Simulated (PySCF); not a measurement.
C2H3F3O.
Cartesian coordinates in Å at the PBE0-D3(BJ)/def2-SVP level; atoms count from 1:
```xyz
9
C2H3F3O angstrom
F      1.4756   -1.1892   -0.2656
C      1.1797    0.1317   -0.1154
O      0.0383    0.2903    0.6463
C     -1.1283   -0.0840    0.0412
F     -1.4545    0.7992   -0.9245
F     -2.0747   -0.0549    0.9701
H      1.0551    0.5711   -1.1204
H      1.9916    0.6266    0.4355
H     -1.0700   -1.0883   -0.4133
```

Computed with EOM-IP-CCSD/aug-cc-pVDZ in PySCF, restricted Hartree–Fock reference, 6 core orbitals frozen, non-relativistic, gas phase, PBE0-D3(BJ)/def2-SVP geometry.

Hartree–Fock orbital energies give these Koopmans values (eV): HOMO 14.25, HOMO-1 14.51, HOMO-2 16.40, HOMO-3 16.50, HOMO-4 17.68, HOMO-5 17.84, HOMO-6 18.62, HOMO-7 19.06.

What vertical ionisation energies does EOM-IP-CCSD give?

```tsv
leading hole (HF orbital)	Koopmans (eV)	EOM-IP-CCSD (eV)	change (eV)	one-hole share
HOMO	14.25	12.48	-1.77	0.95
HOMO-1	14.51	12.96	-1.55	0.96
HOMO-3	16.50	14.33	-2.17	0.95
HOMO-2	16.40	14.44	-1.96	0.95
HOMO-4	17.68	15.25	-2.43	0.95
HOMO-5	17.84	15.62	-2.22	0.95
HOMO-6	18.62	16.01	-2.61	0.95
HOMO-7	19.06	16.54	-2.52	0.95
```

Does the order of the lines follow the orbital energies?

No: the HOMO-3 hole (14.33 eV) falls below the HOMO-2 hole (14.44 eV). The corrections run from -2.61 to -1.55 eV, with a mean of -2.15 eV over the 8 lines; no line lies above its Koopmans value.

At what kinetic energies would He I light (21.22 eV) eject these electrons?

8.74 eV (HOMO), 8.26 eV (HOMO-1), 6.89 eV (HOMO-3), 6.78 eV (HOMO-2), 5.97 eV (HOMO-4), 5.60 eV (HOMO-5), 5.21 eV (HOMO-6), 4.68 eV (HOMO-7).

Lines less than 0.15 eV apart could change places at a higher level. One root was sought for each valence orbital with −ε under 21 eV, eight at most, so deeper holes and satellites are missing; no vibrational structure.

One conformer stands for the species.
